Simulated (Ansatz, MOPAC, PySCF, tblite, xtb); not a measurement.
Energy landscape of H3 (cation, charge +1), singlet: collinear H-H-H surface. Scanned: first H-H distance and second H-H distance.

Methods: GFN2-xTB, 300 K electronic temperature (tblite); RHF/def2-SVP (PySCF); FCI/cc-pVTZ = full CI/cc-pVTZ, frozen core (Ansatz, a first-principles code); RHF/cc-pVTZ (Ansatz); MP2/cc-pVTZ = MP2 on RHF/cc-pVTZ, frozen core run with Ansatz; CCSD/cc-pVTZ = CCSD on RHF/cc-pVTZ, frozen core (Ansatz); CCSD(T)/cc-pVTZ = Ansatz with CCSD(T) on RHF/cc-pVTZ, frozen core; RKS-B3LYP/cc-pVTZ = restricted B3LYP/cc-pVTZ run with Ansatz; RKS-CAM-B3LYP/cc-pVTZ = restricted CAM-B3LYP/cc-pVTZ (Ansatz); RKS-PBE/cc-pVTZ = Ansatz with restricted PBE/cc-pVTZ; PM7, restricted, heats of formation (MOPAC); PM6, restricted, heats of formation (MOPAC); GFN1-xTB (xtb); RKS-B3LYP/6-31G* = restricted B3LYP/6-31G*, spherical d in PySCF; RHF/STO-3G = restricted Hartree-Fock/STO-3G run with PySCF 2.14.0; RKS-B3LYP/LANL2DZ = restricted B3LYP/LANL2DZ run with PySCF; RKS-LDA (SVWN5)/6-31G* = restricted LDA (SVWN5)/6-31G*, spherical d (PySCF).

Energies in kJ/mol at chosen points (x: first H-H distance (Å); y: second H-H distance (Å)), relative to x = 0.86, y = 0.81:

```tsv
method	(1.33, 1.10)	(0.75, 2.15)	(0.68, 1.24)	(1.20, 0.69)	(1.03, 1.24)	(1.33, 1.24)	(1.61, 0.69)
GFN2-xTB	60.7	212.2	82.4	68.9	29.5	89.7	151.8
RHF	164.8	219.4	108.9	94.7	119.9	208.5	178.0
FCI/cc-pVTZ	151.3	243.8	111.0	96.3	110.9	187.8	189.1
RHF/cc-pVTZ	171.7	219.6	105.2	91.7	126.6	215.5	174.0
MP2/cc-pVTZ	162.2	233.3	108.1	94.0	119.5	202.3	181.8
CCSD/cc-pVTZ	151.3	243.8	111.0	96.3	110.9	187.8	189.1
CCSD(T)/cc-pVTZ	151.3	243.8	111.0	96.3	110.9	187.8	189.1
RKS-B3LYP/cc-pVTZ	144.6	217.2	102.5	88.9	105.4	181.6	170.6
RKS-CAM-B3LYP/cc-pVTZ	149.3	221.6	103.1	89.5	108.5	188.2	172.4
RKS-PBE/cc-pVTZ	132.6	211.4	102.0	88.3	95.8	167.1	168.8
PM7	291.0	334.2	174.8	152.4	212.8	368.3	283.1
PM6	269.1	331.1	166.2	144.3	193.5	344.0	277.0
GFN1-xTB	112.2	164.3	89.0	76.7	80.9	142.7	134.6
RKS-B3LYP/6-31G*	146.4	215.0	103.3	89.7	107.1	183.5	170.1
RHF/STO-3G	187.8	213.5	97.6	84.2	127.7	250.2	163.8
RKS-B3LYP/LANL2DZ	145.2	217.8	103.8	90.1	105.8	182.2	171.6
RKS-LDA (SVWN5)/6-31G*	122.0	206.3	102.1	88.2	86.9	154.9	166.2
```
